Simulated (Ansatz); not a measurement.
**C3H4Cl2: one species, many methods**

The task here is to estimate one member of a computed series from the others.

Program: Ansatz 0.2.0, Gaussian basis. Level of theory: functionals in def2-TZVPP, the program's frozen cores in correlated methods. These are calculated values, not measurements.

Levels to be run: LDA (SPW92), PBE-D4, revPBE-D4, BLYP-D4, r2SCAN-D4, B97M-V, PBE0-D4, B3LYP-D4, r2SCANh-D4, r2SCAN0-D4, HSE06-D4, BHLYP-D4, CAM-B3LYP-D4, LC-ωPBE, ωB97X-V, ωB97M-V, B2PLYP, PBE-QIDH; CCSD(T)/def2-SVP; CCSD(T)/def2-TZVPP; MP2/def2-QZVPP; extrapolation to the limit; RPA on PBE.

**Structure used throughout**

An earlier PBE0-D4 in a triple-zeta def2 set relaxation fixed the geometry.

SMILES `ClC1(Cl)CC1`, 9 atoms, charge 0, spin multiplicity 1.

Atoms are counted from 1 here; the program's logs count them from 0.

Bond lengths: Cl1–C2 1.749 Å, C2–Cl3 1.749 Å, C2–C4 1.485 Å, C2–C5 1.485 Å, C4–C5 1.510 Å, C4–H6 1.082 Å, C4–H7 1.082 Å, C5–H8 1.082 Å, C5–H9 1.082 Å. Angles: Cl1–C2–Cl3 113.0°, Cl1–C2–C4 118.4°, Cl1–C2–C5 118.4°, Cl3–C2–C4 118.4°, Cl3–C2–C5 118.4°, C4–C2–C5 61.1°, C2–C4–C5 59.4°, C2–C4–H6 117.0°, C2–C4–H7 117.0°, C5–C4–H6 118.1°, C5–C4–H7 118.1°, H6–C4–H7 115.6°, C2–C5–C4 59.4°, C2–C5–H8 117.0°, C2–C5–H9 117.0°, C4–C5–H8 118.1°, C4–C5–H9 118.1°, H8–C5–H9 115.6°.

Geometry (Å):

```mol
C3H4Cl2
  3D, bonds by distance, orders not assigned

  9  9  0  0  0  0  0  0  0  0999 V2000
    1.0301   -2.0115   -0.1757 Cl  0  0
    0.0452   -0.5967   -0.4734 C   0  0
   -0.8497   -0.6907   -1.9736 Cl  0  0
    0.5618    0.7270   -0.0412 C   0  0
   -0.5908    0.0777    0.6869 C   0  0
    1.5290    0.7416    0.4441 H   0  0
    0.3489    1.5706   -0.6846 H   0  0
   -0.4030   -0.3467    1.6645 H   0  0
   -1.5830    0.4824    0.5359 H   0  0
  1  2  8  0
  2  3  8  0
  2  4  8  0
  4  5  8  0
  4  6  8  0
  4  7  8  0
  5  8  8  0
  5  9  8  0
  2  5  8  0
M  END
```

Set-up of the first run:

in.yaml

```yaml
crystal:
  periodic: [false, false, false]
  atoms:
    - {symbol: Cl, position_ang: [1.030089, -2.011485, -0.175668]}
    - {symbol: C, position_ang: [0.045200, -0.596653, -0.473389]}
    - {symbol: Cl, position_ang: [-0.849690, -0.690731, -1.973633]}
    - {symbol: C, position_ang: [0.561804, 0.726962, -0.041210]}
    - {symbol: C, position_ang: [-0.590795, 0.077717, 0.686926]}
    - {symbol: H, position_ang: [1.528953, 0.741605, 0.444063]}
    - {symbol: H, position_ang: [0.348906, 1.570642, -0.684610]}
    - {symbol: H, position_ang: [-0.402959, -0.346679, 1.664522]}
    - {symbol: H, position_ang: [-1.583009, 0.482421, 0.535897]}
basis:
  gaussian: {orbitals: def2-TZVPP}
hamiltonian: {xc: lda}
output: {orbitals: {seedname: orbitals}}
```

Among the steps run: LDA; PBE-D4 (GGA); revPBE-D4 (GGA); BLYP-D4 (GGA); r2SCAN-D4 (meta-GGA); B97M-V (meta-GGA); PBE0-D4 (hybrid); B3LYP-D4 (hybrid); r2SCANh-D4 (hybrid); r2SCAN0-D4 (hybrid); HSE06-D4 (hybrid); BHLYP-D4 (hybrid); CAM-B3LYP-D4 (range-separated); LC-ωPBE (range-separated); ωB97X-V (range-separated); ωB97M-V (range-separated); B2PLYP (double hybrid); PBE-QIDH (double hybrid).

One of the session's tables, all rows but one given; the rest of the session is left out.

It belongs to the step «Orbital energies across the functionals». 

```
  functional  HOMO (eV)  gap (eV)
 LDA (SPW92)      -6.70      5.61
      PBE-D4      -6.55      5.66
   revPBE-D4      -6.49      5.68
     BLYP-D4      -6.41      5.64
   r2SCAN-D4      -6.82      6.12
      B97M-V      -6.93      6.32
     PBE0-D4      -7.87      8.12
    B3LYP-D4      -7.64      7.61
  r2SCANh-D4      -7.31      7.03
  r2SCAN0-D4      -8.05      8.40
    HSE06-D4      -7.47      7.32
    BHLYP-D4      -9.09     10.55
CAM-B3LYP-D4      -9.25     10.72
     LC-ωPBE          ?         ?
     ωB97X-V     -10.26     12.87
     ωB97M-V     -10.12     12.60
```

Estimate the missing values for LC-ωPBE.

The run gave: HOMO (eV): -10.63; gap (eV): 13.42. In the column «HOMO (eV)» it is the lowest.
